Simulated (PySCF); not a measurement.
**A PySCF run on SiN⁻**

State: ¹Σ⁺ (singlet), closed shell.

An equivalent input (the run itself took its basis sets from the Basis Set Exchange, started from a PBE0 density and held the occupation σ 7α 7β, πx 2α 2β, πy 2α 2β):

```python
from pyscf import gto, dft
mol = gto.M(atom='Si 0 0 0; N 0 0 1.594', basis={'Si': 'aug-pcseg-1', 'N': 'aug-pcseg-1'},
            charge=-1, spin=0, verbose=4, symmetry='C2v')
mf = dft.UKS(mol, xc='BLYP')
mf.grids.atom_grid = (80, 434)
mf.grids.prune = dft.gen_grid.treutler_prune
mf.irrep_nelec = {'A1': (7, 7), 'B1': (2, 2), 'B2': (2, 2)}
mf.conv_tol = 1e-9
mf.max_cycle = 60
mf.diis_space = 10
mf.kernel()
```

The log (some set-up lines and the per-cycle HOMO/LUMO lines removed):

```
******** <class 'pyscf.dft.uks_symm.SymAdaptedUKS'> ********
method = SymAdaptedUKS
damping factor = 0
level_shift factor = 0
DIIS = <class 'pyscf.scf.diis.CDIIS'>
diis_start_cycle = 1
diis_space = 10
diis_damp = 0
SCF conv_tol = 1e-09
SCF conv_tol_grad = None
SCF max_cycles = 60
number electrons alpha = 11  beta = 11
Set gradient conv threshold to 3.16228e-05
init E= -344.211095246668
cycle= 1 E= -344.213782431582  delta_E= -0.00269  |g|= 0.0146  |ddm|= 0.234
cycle= 2 E= -344.212830325307  delta_E= 0.000952  |g|= 0.0425  |ddm|= 0.0676
cycle= 3 E= -344.213973606154  delta_E= -0.00114  |g|= 0.00714  |ddm|= 0.0335
cycle= 4 E= -344.214013830363  delta_E= -4.02e-05  |g|= 0.00279  |ddm|= 0.0147
cycle= 5 E= -344.21401828611  delta_E= -4.46e-06  |g|= 0.000186  |ddm|= 0.00263
cycle= 6 E= -344.214018321433  delta_E= -3.53e-08  |g|= 4.08e-05  |ddm|= 0.000706
cycle= 7 E= -344.214018323209  delta_E= -1.78e-09  |g|= 1.94e-06  |ddm|= 0.00013
cycle= 8 E= -344.214018323213  delta_E= -3.41e-12  |g|= 7.49e-07  |ddm|= 4.02e-06
Extra cycle  E= -344.214018323201  delta_E= 1.18e-11  |g|= 4.7e-06  |ddm|= 4.29e-06
converged SCF energy = -344.214018323201  <S^2> = 3.4816594e-13  2S+1 = 1
```

Repeating this along the bond gives Re = 1.614 Å and ωe = 1101 cm⁻¹.

A point of this curve took 0.49 CPU seconds beside 0.059 for the integrals, on Oxide Virtual Turin-like (shared host).

The highest Kohn–Sham level is positive in this anion. Much of that is self-interaction error, but it also means that the finite basis helps to hold the extra electron.
